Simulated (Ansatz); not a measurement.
# CH2 (triplet): from Hartree-Fock to the top rungs, 6-31G

How much of the correlation energy of CH2 (triplet) does each wave-function method recover here?

The runs use Ansatz 0.2.0, Gaussian basis; 6-31G, core rule «outside noble gas», up to 1 orbitals frozen.

The runs, in order: UHF; CCSD(T) on ROHF; CCSD(T) on UHF; BCCD(T) on ROHF; CISD; CCSDT(Q) on ROHF; CCSDT(Q) on UHF; CISDTQ; CCSDTQ on ROHF; CCSDTQ on UHF; CASSCF and MRCISD+Q, 6 electrons in 6 orbitals; CASSCF and NEVPT4(SD), 6 electrons in 6 orbitals; CASSCF and NEVPT2, 6 electrons in 6 orbitals; Full CI.

40 further runs of the same task are left out: 40 set aside as unsound or not needed.

**1. What is computed**

The geometry is an MP2(full)/6-31G* stationary point (not a proven minimum).

3 atoms, charge 0, spin multiplicity 3.

Atoms are counted from 1 here; the program's logs count them from 0.

Bond lengths: C1–H2 1.077 Å, C1–H3 1.077 Å. Angles: H2–C1–H3 131.6°.

As a file:

```xyz
3

C     0.0000    0.0000    0.0635
H     0.0000    0.9826   -0.3781
H     0.0000   -0.9826   -0.3781
```

**2. UHF**

in.yaml

```yaml
crystal:
  periodic: [false, false, false]
  atoms:
    - {symbol: C, position_ang: [0.000000, 0.000000, 0.063455]}
    - {symbol: H, position_ang: [0.000000, 0.982622, -0.378068]}
    - {symbol: H, position_ang: [0.000000, -0.982622, -0.378068]}
basis:
  gaussian: {orbitals: 6-31G}
magnetization: {spin_polarized: true, initial_magnetization: 2}
hamiltonian: {xc: hf}
output: {orbitals: {seedname: orbitals}}
```

Run with:

```sh
ansatz run in.yaml --threads 1 --pin off --events-out ev --progress --plain --max-ram 4160MiB --backend cpu
```

Further steps of the session: CCSD(T) on ROHF; CCSD(T) on UHF; BCCD(T) on ROHF; CISD; CCSDT(Q) on ROHF; CCSDT(Q) on UHF; CISDTQ; CCSDTQ on ROHF; CCSDTQ on UHF; CASSCF and MRCISD+Q, 6 electrons in 6 orbitals; CASSCF and NEVPT4(SD), 6 electrons in 6 orbitals; CASSCF and NEVPT2, 6 electrons in 6 orbitals; Full CI.

Before running them: what should the planned runs give, taken together? Wanted: FCI below the RHF energy; RMP2 from FCI; UMP2 from FCI; RCCSD from FCI; RCCSD(T) from FCI; UCCSD(T) from FCI; RCCSDT(Q) from FCI; UCCSDT(Q) from FCI; NEVPT2 valence from FCI.

**Answer**, as computed:

| quantity | value |
| --- | --- |
| FCI below the RHF energy | -1.9842 eV |
| RMP2 from FCI | +472.7 meV |
| UMP2 from FCI | +432.1 meV |
| RCCSD from FCI | +23.0 meV |
| RCCSD(T) from FCI | +6.5 meV |
| UCCSD(T) from FCI | +6.1 meV |
| RCCSDT(Q) from FCI | +0.2 meV |
| UCCSDT(Q) from FCI | -0.5 meV |
| NEVPT2 valence from FCI | +215.4 meV |
| NEVPT4(SD) valence from FCI | +31.2 meV |
| MRCISD+Q valence from FCI | +5.1 meV |
| levels within 1 kcal/mol (43 meV) | RCCSD, UCCSD, RCCSD(T), UCCSD(T), BCCD(T), RCCSDT, UCCSDT, CISDTQ, RCCSDT(Q), UCCSDT(Q), RCCSDTQ, UCCSDTQ, NEVPT4(SD) valence, MRCISD valence, MRCISD+Q valence |
| T1 diagnostic | 0.021 |
| effectively unpaired electrons | 2.01 |

In words: RCCSD(T) misses by +6.5 meV, 0.3 % of the correlation energy. One determinant dominates. Of the multireference levels listed MRCISD+Q valence comes nearest in total energy (+5.1 meV), which doesn't show that its space is the better one. These misses are within one basis, not against nature; the frozen cores of restricted and unrestricted runs differ, which can shift their rows.
